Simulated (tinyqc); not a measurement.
Inside a calculation (part 2 of 3). Method: UHF in the sto-6g basis, for LiH, spin multiplicity 1. Computed by tinyqc, a small Python program that keeps every step (integrals from PySCF). Command: `OMP_NUM_THREADS=1 python tinyqc.py 23986 23987 out.jsonl` (the two numbers bound the seeds that draw the settings). One thread of a shared host (Intel(R) Xeon(R) Processor @ 2.60GHz), about 0.2 s of CPU time with the checks.

Geometry (angstrom):
```
atom        x        y        z
Li    0.00000  0.00000  0.00000
H     0.00000  0.00000  2.26700
```

## Iteration 2: diagonalisation and new density

extrapolated F(alpha) (hartree), order 1Li 1s, 1Li 2s, 1Li 2px, 1Li 2py, 1Li 2pz, 2H 1s:
$$\begin{pmatrix}
-2.42073 & -0.61664 & 0.00000 & 0.00000 & 0.00763 & -0.04101 \\
-0.61664 & -0.27736 & 0.00000 & 0.00000 & -0.06149 & -0.16667 \\
0.00000 & 0.00000 & 0.13526 & 0.00000 & 0.00000 & 0.00000 \\
0.00000 & 0.00000 & 0.00000 & 0.13526 & 0.00000 & 0.00000 \\
0.00763 & -0.06149 & 0.00000 & 0.00000 & 0.08968 & -0.10935 \\
-0.04101 & -0.16667 & 0.00000 & 0.00000 & -0.10935 & 0.15185
\end{pmatrix}$$

extrapolated F(beta) (hartree), order 1Li 1s, 1Li 2s, 1Li 2px, 1Li 2py, 1Li 2pz, 2H 1s:
$$\begin{pmatrix}
-2.39939 & -0.62298 & 0.00000 & 0.00000 & 0.00758 & -0.04452 \\
-0.62298 & -0.11077 & 0.00000 & 0.00000 & -0.02257 & -0.15608 \\
0.00000 & 0.00000 & 0.17385 & 0.00000 & 0.00000 & 0.00000 \\
0.00000 & 0.00000 & 0.00000 & 0.17385 & 0.00000 & 0.00000 \\
0.00758 & -0.02257 & 0.00000 & 0.00000 & 0.07395 & -0.22688 \\
-0.04452 & -0.15608 & 0.00000 & 0.00000 & -0.22688 & -0.30601
\end{pmatrix}$$

X, order 1Li 1s, 1Li 2s, 1Li 2px, 1Li 2py, 1Li 2pz, 2H 1s:
$$\begin{pmatrix}
1.02229 & -0.12593 & 0.00000 & 0.00000 & -0.00528 & 0.01684 \\
-0.12593 & 1.04927 & 0.00000 & 0.00000 & 0.03864 & -0.14230 \\
0.00000 & 0.00000 & 1.00000 & 0.00000 & 0.00000 & 0.00000 \\
0.00000 & 0.00000 & 0.00000 & 1.00000 & 0.00000 & 0.00000 \\
-0.00528 & 0.03864 & 0.00000 & 0.00000 & 1.05422 & -0.20056 \\
0.01684 & -0.14230 & 0.00000 & 0.00000 & -0.20056 & 1.08073
\end{pmatrix}$$

Diagonalise F' = X^T F X, C = X C', fill 2 alpha and 2 beta electrons from the bottom; D(s) = C_occ C_occ^T. Each column has its largest component positive (the first on a tie).

F' = X^T F X (alpha) (hartree):
$$\begin{pmatrix}
-2.37629 & -0.32241 & 0.00000 & 0.00000 & 0.00706 & 0.02283 \\
-0.32241 & -0.13315 & 0.00000 & 0.00000 & -0.01540 & -0.18035 \\
0.00000 & 0.00000 & 0.13526 & 0.00000 & 0.00000 & 0.00000 \\
0.00000 & 0.00000 & 0.00000 & 0.13526 & 0.00000 & 0.00000 \\
0.00706 & -0.01540 & 0.00000 & 0.00000 & 0.14919 & -0.18148 \\
0.02283 & -0.18035 & 0.00000 & 0.00000 & -0.18148 & 0.27122
\end{pmatrix}$$

orbital energies (alpha) (hartree): MO1 -2.42173, MO2 -0.18865, MO3 0.08107, MO4 0.13526, MO5 0.13526, MO6 0.44027

coefficients C (alpha), order 1Li 1s, 1Li 2s, 1Li 2px, 1Li 2py, 1Li 2pz, 2H 1s:
$$\begin{pmatrix}
0.99474 & -0.22096 & 0.12416 & 0.00000 & 0.00000 & 0.08667 \\
0.02154 & 0.84492 & -0.49770 & 0.00000 & 0.00000 & -0.42014 \\
0.00000 & 0.00000 & 0.00000 & 0.95445 & -0.29838 & 0.00000 \\
0.00000 & 0.00000 & 0.00000 & 0.29838 & 0.95445 & 0.00000 \\
-0.00192 & 0.23952 & 0.77684 & 0.00000 & 0.00000 & -0.70163 \\
-0.00193 & 0.30463 & 0.27718 & 0.00000 & 0.00000 & 1.02912
\end{pmatrix}$$

F' = X^T F X (beta) (hartree):
$$\begin{pmatrix}
-2.34994 & -0.35265 & 0.00000 & 0.00000 & 0.00107 & 0.01551 \\
-0.35265 & 0.04415 & 0.00000 & 0.00000 & 0.03701 & -0.13892 \\
0.00000 & 0.00000 & 0.17385 & 0.00000 & 0.00000 & 0.00000 \\
0.00000 & 0.00000 & 0.00000 & 0.17385 & 0.00000 & 0.00000 \\
0.00107 & 0.03701 & 0.00000 & 0.00000 & 0.16624 & -0.22384 \\
0.01551 & -0.13892 & 0.00000 & 0.00000 & -0.22384 & -0.21098
\end{pmatrix}$$

orbital energies (beta) (hartree): MO1 -2.40083, MO2 -0.34419, MO3 0.08146, MO4 0.17385, MO5 0.17385, MO6 0.31303

coefficients C (beta), order 1Li 1s, 1Li 2s, 1Li 2px, 1Li 2py, 1Li 2pz, 2H 1s:
$$\begin{pmatrix}
0.99385 & -0.05616 & -0.23518 & 0.00000 & 0.00000 & -0.12270 \\
0.02495 & 0.15460 & 0.90820 & 0.00000 & 0.00000 & 0.53779 \\
0.00000 & 0.00000 & 0.00000 & 0.78833 & -0.61525 & 0.00000 \\
0.00000 & 0.00000 & 0.00000 & 0.61525 & 0.78833 & 0.00000 \\
-0.00251 & 0.22444 & -0.47197 & 0.00000 & 0.00000 & 0.93808 \\
-0.00124 & 0.85350 & -0.07329 & 0.00000 & 0.00000 & -0.70348
\end{pmatrix}$$

D(alpha) after iteration 2, order 1Li 1s, 1Li 2s, 1Li 2px, 1Li 2py, 1Li 2pz, 2H 1s:
$$\begin{pmatrix}
1.03832 & -0.16526 & 0.00000 & 0.00000 & -0.05484 & -0.06923 \\
-0.16526 & 0.71435 & 0.00000 & 0.00000 & 0.20234 & 0.25735 \\
0.00000 & 0.00000 & 0.00000 & 0.00000 & 0.00000 & 0.00000 \\
0.00000 & 0.00000 & 0.00000 & 0.00000 & 0.00000 & 0.00000 \\
-0.05484 & 0.20234 & 0.00000 & 0.00000 & 0.05737 & 0.07297 \\
-0.06923 & 0.25735 & 0.00000 & 0.00000 & 0.07297 & 0.09281
\end{pmatrix}$$

D(beta) after iteration 2, order 1Li 1s, 1Li 2s, 1Li 2px, 1Li 2py, 1Li 2pz, 2H 1s:
$$\begin{pmatrix}
0.99089 & 0.01611 & 0.00000 & 0.00000 & -0.01510 & -0.04917 \\
0.01611 & 0.02452 & 0.00000 & 0.00000 & 0.03464 & 0.13192 \\
0.00000 & 0.00000 & 0.00000 & 0.00000 & 0.00000 & 0.00000 \\
0.00000 & 0.00000 & 0.00000 & 0.00000 & 0.00000 & 0.00000 \\
-0.01510 & 0.03464 & 0.00000 & 0.00000 & 0.05038 & 0.19156 \\
-0.04917 & 0.13192 & 0.00000 & 0.00000 & 0.19156 & 0.72846
\end{pmatrix}$$

Within a degenerate level the vectors are fixed only up to a rotation; this is one choice.

## Iteration 3: building the Fock matrix

core Hamiltonian H = T + V (hartree), order 1Li 1s, 1Li 2s, 1Li 2px, 1Li 2py, 1Li 2pz, 2H 1s:
$$\begin{pmatrix}
-4.68383 & -0.99411 & 0.00000 & 0.00000 & -0.00848 & -0.06777 \\
-0.99411 & -1.31924 & 0.00000 & 0.00000 & -0.08433 & -0.36414 \\
0.00000 & 0.00000 & -1.08476 & 0.00000 & 0.00000 & 0.00000 \\
0.00000 & 0.00000 & 0.00000 & -1.08476 & 0.00000 & 0.00000 \\
-0.00848 & -0.08433 & 0.00000 & 0.00000 & -1.14759 & -0.50395 \\
-0.06777 & -0.36414 & 0.00000 & 0.00000 & -0.50395 & -1.17121
\end{pmatrix}$$

Two-electron integrals (ij|kl) in chemists' order, unique and non-zero (hartree):
```
(11|11) 1.68125   (21|11) 0.24260   (21|21) 0.04451   (22|11) 0.39719
(22|21) 0.09028   (22|22) 0.29062   (31|31) 0.00944   (32|31) 0.01426
(32|32) 0.06424   (33|11) 0.39719   (33|21) 0.09028   (33|22) 0.29062
(33|33) 0.31312   (41|41) 0.00944   (42|41) 0.01426   (42|42) 0.06424
(43|43) 0.01688   (44|11) 0.39719   (44|21) 0.09028   (44|22) 0.29062
(44|33) 0.27937   (44|44) 0.31312   (51|51) 0.00944   (52|51) 0.01426
(52|52) 0.06424   (53|53) 0.01688   (54|54) 0.01688   (55|11) 0.39719
(55|21) 0.09028   (55|22) 0.29062   (55|33) 0.27937   (55|44) 0.27937
(55|55) 0.31312   (61|11) 0.01576   (61|21) 0.00285   (61|22) 0.00594
(61|33) 0.00586   (61|44) 0.00586   (61|51) 0.00038   (61|52) 0.00082
(61|55) 0.00612   (61|61) 0.00020   (62|11) 0.07136   (62|21) 0.01662
(62|22) 0.06134   (62|33) 0.05779   (62|44) 0.05779   (62|51) 0.00264
(62|52) 0.01911   (62|55) 0.06843   (62|61) 0.00132   (62|62) 0.02657
(63|31) 0.00099   (63|32) 0.00540   (63|53) 0.00243   (63|63) 0.00131
(64|41) 0.00099   (64|42) 0.00540   (64|54) 0.00243   (64|64) 0.00131
(65|11) 0.09777   (65|21) 0.02290   (65|22) 0.08667   (65|33) 0.08075
(65|44) 0.08075   (65|51) 0.00411   (65|52) 0.02979   (65|55) 0.09851
(65|61) 0.00187   (65|62) 0.04043   (65|65) 0.06190   (66|11) 0.23337
(66|21) 0.05499   (66|22) 0.22261   (66|33) 0.20447   (66|44) 0.20447
(66|51) 0.00843   (66|52) 0.07914   (66|55) 0.25890   (66|61) 0.00447
(66|62) 0.12915   (66|65) 0.20170   (66|66) 0.77500
```

nuclear repulsion = 0.7002786 hartree

J_ij = sum D_kl (ij|kl) with D = D(alpha) + D(beta), K_ij = sum D_kl (ik|jl) for each spin; F = H + J - K(s); E = tr D H + tr D J / 2 - 0.5 sum_s tr D(s) K(s) + E_nn.

Coulomb J (hartree), order 1Li 1s, 1Li 2s, 1Li 2px, 1Li 2py, 1Li 2pz, 2H 1s:
$$\begin{pmatrix}
3.97072 & 0.62499 & 0.00000 & 0.00000 & 0.01650 & 0.04216 \\
0.62499 & 1.30013 & 0.00000 & 0.00000 & 0.12389 & 0.34906 \\
0.00000 & 0.00000 & 1.27815 & 0.00000 & 0.00000 & 0.00000 \\
0.00000 & 0.00000 & 0.00000 & 1.27815 & 0.00000 & 0.00000 \\
0.01650 & 0.12389 & 0.00000 & 0.00000 & 1.34410 & 0.50920 \\
0.04216 & 0.34906 & 0.00000 & 0.00000 & 0.50920 & 1.52856
\end{pmatrix}$$

exchange K(alpha) (hartree), order 1Li 1s, 1Li 2s, 1Li 2px, 1Li 2py, 1Li 2pz, 2H 1s:
$$\begin{pmatrix}
1.69719 & 0.24526 & 0.00000 & 0.00000 & -0.00092 & 0.01548 \\
0.24526 & 0.26219 & 0.00000 & 0.00000 & 0.10244 & 0.14580 \\
0.00000 & 0.00000 & 0.05506 & 0.00000 & 0.00000 & 0.00000 \\
0.00000 & 0.00000 & 0.00000 & 0.05506 & 0.00000 & 0.00000 \\
-0.00092 & 0.10244 & 0.00000 & 0.00000 & 0.10382 & 0.11063 \\
0.01548 & 0.14580 & 0.00000 & 0.00000 & 0.11063 & 0.20568
\end{pmatrix}$$

exchange K(beta) (hartree), order 1Li 1s, 1Li 2s, 1Li 2px, 1Li 2py, 1Li 2pz, 2H 1s:
$$\begin{pmatrix}
1.67481 & 0.25139 & 0.00000 & 0.00000 & -0.00089 & 0.01800 \\
0.25139 & 0.09860 & 0.00000 & 0.00000 & 0.07168 & 0.15659 \\
0.00000 & 0.00000 & 0.01545 & 0.00000 & 0.00000 & 0.00000 \\
0.00000 & 0.00000 & 0.00000 & 0.01545 & 0.00000 & 0.00000 \\
-0.00089 & 0.07168 & 0.00000 & 0.00000 & 0.11745 & 0.23277 \\
0.01800 & 0.15659 & 0.00000 & 0.00000 & 0.23277 & 0.68223
\end{pmatrix}$$

F(alpha) (hartree), order 1Li 1s, 1Li 2s, 1Li 2px, 1Li 2py, 1Li 2pz, 2H 1s:
$$\begin{pmatrix}
-2.41030 & -0.61438 & 0.00000 & 0.00000 & 0.00893 & -0.04109 \\
-0.61438 & -0.28130 & 0.00000 & 0.00000 & -0.06288 & -0.16089 \\
0.00000 & 0.00000 & 0.13833 & 0.00000 & 0.00000 & 0.00000 \\
0.00000 & 0.00000 & 0.00000 & 0.13833 & 0.00000 & 0.00000 \\
0.00893 & -0.06288 & 0.00000 & 0.00000 & 0.09268 & -0.10538 \\
-0.04109 & -0.16089 & 0.00000 & 0.00000 & -0.10538 & 0.15167
\end{pmatrix}$$

F(beta) (hartree), order 1Li 1s, 1Li 2s, 1Li 2px, 1Li 2py, 1Li 2pz, 2H 1s:
$$\begin{pmatrix}
-2.38791 & -0.62052 & 0.00000 & 0.00000 & 0.00891 & -0.04361 \\
-0.62052 & -0.11771 & 0.00000 & 0.00000 & -0.03212 & -0.17168 \\
0.00000 & 0.00000 & 0.17794 & 0.00000 & 0.00000 & 0.00000 \\
0.00000 & 0.00000 & 0.00000 & 0.17794 & 0.00000 & 0.00000 \\
0.00891 & -0.03212 & 0.00000 & 0.00000 & 0.07906 & -0.22752 \\
-0.04361 & -0.17168 & 0.00000 & 0.00000 & -0.22752 & -0.32488
\end{pmatrix}$$

total energy of this density = -7.8964896 hartree

## Iteration 3: DIIS over 3 matrices

error matrix X^T (FDS - SDF) X (alpha):
$$\begin{pmatrix}
0.00000 & 0.00032 & 0.00000 & 0.00000 & -0.00136 & 0.00125 \\
-0.00032 & 0.00000 & 0.00000 & 0.00000 & -0.00048 & -0.00691 \\
0.00000 & 0.00000 & 0.00000 & 0.00000 & 0.00000 & 0.00000 \\
0.00000 & 0.00000 & 0.00000 & 0.00000 & 0.00000 & 0.00000 \\
0.00136 & 0.00048 & 0.00000 & 0.00000 & 0.00000 & -0.00217 \\
-0.00125 & 0.00691 & 0.00000 & 0.00000 & 0.00217 & 0.00000
\end{pmatrix}$$

B (overlaps of the stored error matrices):
$$\begin{pmatrix}
1.4043717e-01 & 1.2711363e-02 & 4.1349214e-03 \\
1.2711363e-02 & 4.6954347e-03 & 1.4350543e-03 \\
4.1349214e-03 & 1.4350543e-03 & 5.0073613e-04
\end{pmatrix}$$

Minimise |sum c_i e_i|^2 with sum c_i = 1: solve [B -1; -1 0][c; lambda] = [0; -1] with B_ij = tr e_i^T e_j summed over both spins, and take F = sum c_i F_i.

DIIS coefficients: [-0.00525, -0.38443, 1.38968]

extrapolated F(alpha) (hartree), order 1Li 1s, 1Li 2s, 1Li 2px, 1Li 2py, 1Li 2pz, 2H 1s:
$$\begin{pmatrix}
-2.40934 & -0.61423 & 0.00000 & 0.00000 & 0.00980 & -0.04105 \\
-0.61423 & -0.28252 & 0.00000 & 0.00000 & -0.06283 & -0.15941 \\
0.00000 & 0.00000 & 0.13865 & 0.00000 & 0.00000 & 0.00000 \\
0.00000 & 0.00000 & 0.00000 & 0.13865 & 0.00000 & 0.00000 \\
0.00980 & -0.06283 & 0.00000 & 0.00000 & 0.09241 & -0.10401 \\
-0.04105 & -0.15941 & 0.00000 & 0.00000 & -0.10401 & 0.15573
\end{pmatrix}$$

extrapolated F(beta) (hartree), order 1Li 1s, 1Li 2s, 1Li 2px, 1Li 2py, 1Li 2pz, 2H 1s:
$$\begin{pmatrix}
-2.38628 & -0.62058 & 0.00000 & 0.00000 & 0.00967 & -0.04328 \\
-0.62058 & -0.12166 & 0.00000 & 0.00000 & -0.03537 & -0.17842 \\
0.00000 & 0.00000 & 0.17829 & 0.00000 & 0.00000 & 0.00000 \\
0.00000 & 0.00000 & 0.00000 & 0.17829 & 0.00000 & 0.00000 \\
0.00967 & -0.03537 & 0.00000 & 0.00000 & 0.08328 & -0.22627 \\
-0.04328 & -0.17842 & 0.00000 & 0.00000 & -0.22627 & -0.33008
\end{pmatrix}$$

## Iteration 3: diagonalisation and new density

As before.

F' = X^T F X (alpha) (hartree):
$$\begin{pmatrix}
-2.36516 & -0.32021 & 0.00000 & 0.00000 & 0.00992 & 0.02106 \\
-0.32021 & -0.14155 & 0.00000 & 0.00000 & -0.01959 & -0.17103 \\
0.00000 & 0.00000 & 0.13865 & 0.00000 & 0.00000 & 0.00000 \\
0.00000 & 0.00000 & 0.00000 & 0.13865 & 0.00000 & 0.00000 \\
0.00992 & -0.01959 & 0.00000 & 0.00000 & 0.14987 & -0.17581 \\
0.02106 & -0.17103 & 0.00000 & 0.00000 & -0.17581 & 0.27112
\end{pmatrix}$$

orbital energies (alpha) (hartree): MO1 -2.41037, MO2 -0.18862, MO3 0.08342, MO4 0.13865, MO5 0.13865, MO6 0.42986

coefficients C (alpha), order 1Li 1s, 1Li 2s, 1Li 2px, 1Li 2py, 1Li 2pz, 2H 1s:
$$\begin{pmatrix}
0.99468 & -0.22432 & 0.12198 & 0.00000 & 0.00000 & 0.08170 \\
0.02175 & 0.85942 & -0.48711 & 0.00000 & 0.00000 & -0.40275 \\
0.00000 & 0.00000 & 0.00000 & 0.58182 & 0.81332 & 0.00000 \\
0.00000 & 0.00000 & 0.00000 & 0.81332 & -0.58182 & 0.00000 \\
-0.00286 & 0.23777 & 0.77492 & 0.00000 & 0.00000 & -0.70433 \\
-0.00164 & 0.28388 & 0.29055 & 0.00000 & 0.00000 & 1.03136
\end{pmatrix}$$

F' = X^T F X (beta) (hartree):
$$\begin{pmatrix}
-2.33694 & -0.35099 & 0.00000 & 0.00000 & 0.00431 & 0.01846 \\
-0.35099 & 0.03690 & 0.00000 & 0.00000 & 0.02654 & -0.15670 \\
0.00000 & 0.00000 & 0.17829 & 0.00000 & 0.00000 & 0.00000 \\
0.00000 & 0.00000 & 0.00000 & 0.17829 & 0.00000 & 0.00000 \\
0.00431 & 0.02654 & 0.00000 & 0.00000 & 0.17465 & -0.21934 \\
0.01846 & -0.15670 & 0.00000 & 0.00000 & -0.21934 & -0.23303
\end{pmatrix}$$

orbital energies (beta) (hartree): MO1 -2.38778, MO2 -0.36917, MO3 0.08947, MO4 0.17829, MO5 0.17829, MO6 0.30906

coefficients C (beta), order 1Li 1s, 1Li 2s, 1Li 2px, 1Li 2py, 1Li 2pz, 2H 1s:
$$\begin{pmatrix}
0.99371 & -0.06552 & -0.23522 & 0.00000 & 0.00000 & -0.11907 \\
0.02549 & 0.19136 & 0.90902 & 0.00000 & 0.00000 & 0.52438 \\
0.00000 & 0.00000 & 0.00000 & 0.57182 & 0.82038 & 0.00000 \\
0.00000 & 0.00000 & 0.00000 & 0.82038 & -0.57182 & 0.00000 \\
-0.00318 & 0.19742 & -0.46621 & 0.00000 & 0.00000 & 0.94699 \\
-0.00137 & 0.85379 & -0.12233 & 0.00000 & 0.00000 & -0.69627
\end{pmatrix}$$

D(alpha) after iteration 3, order 1Li 1s, 1Li 2s, 1Li 2px, 1Li 2py, 1Li 2pz, 2H 1s:
$$\begin{pmatrix}
1.03970 & -0.17115 & 0.00000 & 0.00000 & -0.05618 & -0.06531 \\
-0.17115 & 0.73908 & 0.00000 & 0.00000 & 0.20428 & 0.24394 \\
0.00000 & 0.00000 & 0.00000 & 0.00000 & 0.00000 & 0.00000 \\
0.00000 & 0.00000 & 0.00000 & 0.00000 & 0.00000 & 0.00000 \\
-0.05618 & 0.20428 & 0.00000 & 0.00000 & 0.05654 & 0.06750 \\
-0.06531 & 0.24394 & 0.00000 & 0.00000 & 0.06750 & 0.08059
\end{pmatrix}$$

D(beta) after iteration 3, order 1Li 1s, 1Li 2s, 1Li 2px, 1Li 2py, 1Li 2pz, 2H 1s:
$$\begin{pmatrix}
0.99175 & 0.01279 & 0.00000 & 0.00000 & -0.01610 & -0.05730 \\
0.01279 & 0.03727 & 0.00000 & 0.00000 & 0.03770 & 0.16334 \\
0.00000 & 0.00000 & 0.00000 & 0.00000 & 0.00000 & 0.00000 \\
0.00000 & 0.00000 & 0.00000 & 0.00000 & 0.00000 & 0.00000 \\
-0.01610 & 0.03770 & 0.00000 & 0.00000 & 0.03898 & 0.16856 \\
-0.05730 & 0.16334 & 0.00000 & 0.00000 & 0.16856 & 0.72897
\end{pmatrix}$$

Within a degenerate level the vectors are fixed only up to a rotation; this is one choice.

## Iteration 4: building the Fock matrix

As before.

Coulomb J (hartree), order 1Li 1s, 1Li 2s, 1Li 2px, 1Li 2py, 1Li 2pz, 2H 1s:
$$\begin{pmatrix}
3.97418 & 0.62561 & 0.00000 & 0.00000 & 0.01636 & 0.04218 \\
0.62561 & 1.30131 & 0.00000 & 0.00000 & 0.12253 & 0.34769 \\
0.00000 & 0.00000 & 1.27989 & 0.00000 & 0.00000 & 0.00000 \\
0.00000 & 0.00000 & 0.00000 & 1.27989 & 0.00000 & 0.00000 \\
0.01636 & 0.12253 & 0.00000 & 0.00000 & 1.34416 & 0.50687 \\
0.04218 & 0.34769 & 0.00000 & 0.00000 & 0.50687 & 1.51805
\end{pmatrix}$$

exchange K(alpha) (hartree), order 1Li 1s, 1Li 2s, 1Li 2px, 1Li 2py, 1Li 2pz, 2H 1s:
$$\begin{pmatrix}
1.69778 & 0.24516 & 0.00000 & 0.00000 & -0.00127 & 0.01544 \\
0.24516 & 0.26628 & 0.00000 & 0.00000 & 0.10064 & 0.14199 \\
0.00000 & 0.00000 & 0.05630 & 0.00000 & 0.00000 & 0.00000 \\
0.00000 & 0.00000 & 0.00000 & 0.05630 & 0.00000 & 0.00000 \\
-0.00127 & 0.10064 & 0.00000 & 0.00000 & 0.10240 & 0.10540 \\
0.01544 & 0.14199 & 0.00000 & 0.00000 & 0.10540 & 0.19132
\end{pmatrix}$$

exchange K(beta) (hartree), order 1Li 1s, 1Li 2s, 1Li 2px, 1Li 2py, 1Li 2pz, 2H 1s:
$$\begin{pmatrix}
1.67501 & 0.25115 & 0.00000 & 0.00000 & -0.00126 & 0.01755 \\
0.25115 & 0.10373 & 0.00000 & 0.00000 & 0.07354 & 0.16195 \\
0.00000 & 0.00000 & 0.01620 & 0.00000 & 0.00000 & 0.00000 \\
0.00000 & 0.00000 & 0.00000 & 0.01620 & 0.00000 & 0.00000 \\
-0.00126 & 0.07354 & 0.00000 & 0.00000 & 0.11192 & 0.22857 \\
0.01755 & 0.16195 & 0.00000 & 0.00000 & 0.22857 & 0.68125
\end{pmatrix}$$

F(alpha) (hartree), order 1Li 1s, 1Li 2s, 1Li 2px, 1Li 2py, 1Li 2pz, 2H 1s:
$$\begin{pmatrix}
-2.40743 & -0.61366 & 0.00000 & 0.00000 & 0.00915 & -0.04102 \\
-0.61366 & -0.28420 & 0.00000 & 0.00000 & -0.06244 & -0.15845 \\
0.00000 & 0.00000 & 0.13883 & 0.00000 & 0.00000 & 0.00000 \\
0.00000 & 0.00000 & 0.00000 & 0.13883 & 0.00000 & 0.00000 \\
0.00915 & -0.06244 & 0.00000 & 0.00000 & 0.09417 & -0.10247 \\
-0.04102 & -0.15845 & 0.00000 & 0.00000 & -0.10247 & 0.15552
\end{pmatrix}$$

F(beta) (hartree), order 1Li 1s, 1Li 2s, 1Li 2px, 1Li 2py, 1Li 2pz, 2H 1s:
$$\begin{pmatrix}
-2.38466 & -0.61965 & 0.00000 & 0.00000 & 0.00914 & -0.04314 \\
-0.61965 & -0.12166 & 0.00000 & 0.00000 & -0.03534 & -0.17841 \\
0.00000 & 0.00000 & 0.17893 & 0.00000 & 0.00000 & 0.00000 \\
0.00000 & 0.00000 & 0.00000 & 0.17893 & 0.00000 & 0.00000 \\
0.00914 & -0.03534 & 0.00000 & 0.00000 & 0.08465 & -0.22564 \\
-0.04314 & -0.17841 & 0.00000 & 0.00000 & -0.22564 & -0.33441
\end{pmatrix}$$

total energy of this density = -7.8973433 hartree

## Iteration 4: DIIS over 3 matrices

error matrix X^T (FDS - SDF) X (alpha):
$$\begin{pmatrix}
0.00000 & -0.00011 & 0.00000 & 0.00000 & 0.00083 & 0.00003 \\
0.00011 & 0.00000 & 0.00000 & 0.00000 & -0.00125 & -0.00156 \\
0.00000 & 0.00000 & 0.00000 & 0.00000 & 0.00000 & 0.00000 \\
0.00000 & 0.00000 & 0.00000 & 0.00000 & 0.00000 & 0.00000 \\
-0.00083 & 0.00125 & 0.00000 & 0.00000 & 0.00000 & 0.00018 \\
-0.00003 & 0.00156 & 0.00000 & 0.00000 & -0.00018 & 0.00000
\end{pmatrix}$$

B (overlaps of the stored error matrices):
$$\begin{pmatrix}
4.6954347e-03 & 1.4350543e-03 & 2.8975247e-06 \\
1.4350543e-03 & 5.0073613e-04 & 4.0744698e-05 \\
2.8975247e-06 & 4.0744698e-05 & 3.1928816e-05
\end{pmatrix}$$

As before.

DIIS coefficients: [0.24575, -0.79483, 1.54908]

extrapolated F(alpha) (hartree), order 1Li 1s, 1Li 2s, 1Li 2px, 1Li 2py, 1Li 2pz, 2H 1s:
$$\begin{pmatrix}
-2.40679 & -0.61344 & 0.00000 & 0.00000 & 0.00875 & -0.04100 \\
-0.61344 & -0.28500 & 0.00000 & 0.00000 & -0.06217 & -0.15812 \\
0.00000 & 0.00000 & 0.13881 & 0.00000 & 0.00000 & 0.00000 \\
0.00000 & 0.00000 & 0.00000 & 0.13881 & 0.00000 & 0.00000 \\
0.00875 & -0.06217 & 0.00000 & 0.00000 & 0.09501 & -0.10176 \\
-0.04100 & -0.15812 & 0.00000 & 0.00000 & -0.10176 & 0.15551
\end{pmatrix}$$

extrapolated F(beta) (hartree), order 1Li 1s, 1Li 2s, 1Li 2px, 1Li 2py, 1Li 2pz, 2H 1s:
$$\begin{pmatrix}
-2.38420 & -0.61924 & 0.00000 & 0.00000 & 0.00881 & -0.04309 \\
-0.61924 & -0.12147 & 0.00000 & 0.00000 & -0.03501 & -0.17792 \\
0.00000 & 0.00000 & 0.17911 & 0.00000 & 0.00000 & 0.00000 \\
0.00000 & 0.00000 & 0.00000 & 0.17911 & 0.00000 & 0.00000 \\
0.00881 & -0.03501 & 0.00000 & 0.00000 & 0.08529 & -0.22524 \\
-0.04309 & -0.17792 & 0.00000 & 0.00000 & -0.22524 & -0.33614
\end{pmatrix}$$
